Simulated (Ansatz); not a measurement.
Basis-set limit of CH3, quartet

```xyz
4

C     0.0000    0.0000    0.0000
H     1.0799    0.0140   -0.0003
H    -0.5521    0.9282   -0.0027
H    -0.5278   -0.9423    0.0031
```

Ansatz 0.2.0, UHF determinant, valence electrons correlated. Energies in eV.

| set | X | functions | Hartree–Fock | MP2 correlation | CCSD(T) correlation | time |
| --- | --- | --- | --- | --- | --- | --- |
| def2-TZVPPD | 3 | 88 | -1066.7579 | -3.6441 | -4.4463 | 26 s on 1 × NVIDIA H100 80GB HBM3 with 1 thread of AMD EPYC 7R13 Processor (Zen 3) (shared host) |
| def2-QZVPPD | 4 | 162 | -1066.8984 | -3.8514 | -4.6147 | 35 s on 1 × NVIDIA H100 80GB HBM3 with 1 thread of AMD EPYC 7R13 Processor (Zen 3), with other jobs on the host |

Hartree–Fock is taken to follow E(X) = E∞ + A·exp(−7.88·√X), correlation E(X) = E∞ + B·X^−2.97.

Cautions: another spin lies lower; raised T1 diagnostic.

Question: Work out the CCSD(T) energy at the limit, and how far the shortcut misses it that extrapolates MP2 and adds CCSD(T) minus MP2 from the smaller set.

Answer: Hartree–Fock: E∞ = E4 + 0.1377·(E4 − E3) = -1066.9177. Correlation: E∞ = E4 + 0.7407·(E4 − E3) = -4.7395 for CCSD(T) and -4.0049 for MP2. The limit is -1071.6572 eV, 0.144 eV below def2-QZVPPD. The shortcut gives a correlation energy of -4.0049 + (-0.8022) = -4.8071, 68 meV lower than the direct value.
